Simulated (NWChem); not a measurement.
Molecule: CH$_{3}$O, doublet; SMILES C[O]

The radical's symmetric form is orbitally degenerate, so geometry and low modes hang on which distorted state is reached.

Problem. Give the equilibrium geometry at PBE-D3(BJ)/def2-SVP, spin-unrestricted (NWChem) as an XYZ file, with the point group.

Solution. point group Cs; any orientation.
```
5

C     -0.0068    -0.5656     0.0382
O     -0.0118     0.7687    -0.1259
H      0.5796    -1.1445    -0.7272
H      0.5472    -0.7560     1.0076
H     -1.0147    -1.0360     0.2051
```
